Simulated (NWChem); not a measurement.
## Polarisability of fluorine (F₂)

```
F
F 1 1.3765
```
Charge 0, spin multiplicity 1.

Program: NWChem. Structure: optimised with PBE0/def2-SVP, a minimum by its harmonic frequencies.

Basis set: Sadlej pVTZ. The field's frequency is 0.0428 Ha (1065 nm).

B3LYP has NWChem's definition, with VWN1-RPA local correlation.

One of these methods gave an isotropic polarisability of 8.23 bohr³. Which?
A. HF
B. B3LYP
C. PBE

A, HF. The others give 8.64 (PBE), 8.44 (B3LYP).
